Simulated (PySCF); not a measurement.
Mapped SMILES: `[CH3:1][C:2]#[C:3][c:4]1[cH:5][cH+:6]1` (H(Xn): hydrogen on atom n).

Geometry: PBE0-D3(BJ)/def2-SVP; GIAO shifts from PySCF 2.14.0 with density-fitted response routines, gas phase, non-relativistic, averaged over equivalent atoms.

At PBE0/pcSseg-1 (127 basis functions, 8.2 s wall time on 1 thread of an Arm Neoverse V2, shared host):
```
      atoms  δ (ppm)
         C2    181.2
      C5/C6    167.7
         C4    164.6
         C3     70.2
         C1     11.7
H(C5)/H(C6)     9.65
      H(C1)     3.34
```

Chemical shifts δ = σref − σ; ¹³C (184.41 ppm) and ¹H (31.27 ppm) against TMS, all at this level.

Problem. What do these become at WP04/pcSseg-2?

Solution. 
```json
{"atoms": "C2", "δ at WP04/pcSseg-2": "177.7", "change": "-3.5"}
{"atoms": "C5/C6", "δ at WP04/pcSseg-2": "167.0", "change": "-0.7"}
{"atoms": "C4", "δ at WP04/pcSseg-2": "162.8", "change": "-1.8"}
{"atoms": "C3", "δ at WP04/pcSseg-2": "69.2", "change": "-1.0"}
{"atoms": "C1", "δ at WP04/pcSseg-2": "12.5", "change": "+0.8"}
{"atoms": "H(C5)/H(C6)", "δ at WP04/pcSseg-2": "9.42", "change": "-0.23"}
{"atoms": "H(C1)", "δ at WP04/pcSseg-2": "3.18", "change": "-0.16"}
```

References, each an isolated molecule treated in the same way: TMS for ¹³C (172.10 ppm) and ¹H (31.61 ppm).

The largest change is at C2 (alkyne carbon). Cost: 286 basis functions, 28 s wall time on 1 thread of an Arm Neoverse V2, shared host. The order of the carbon signals is the same at both levels.
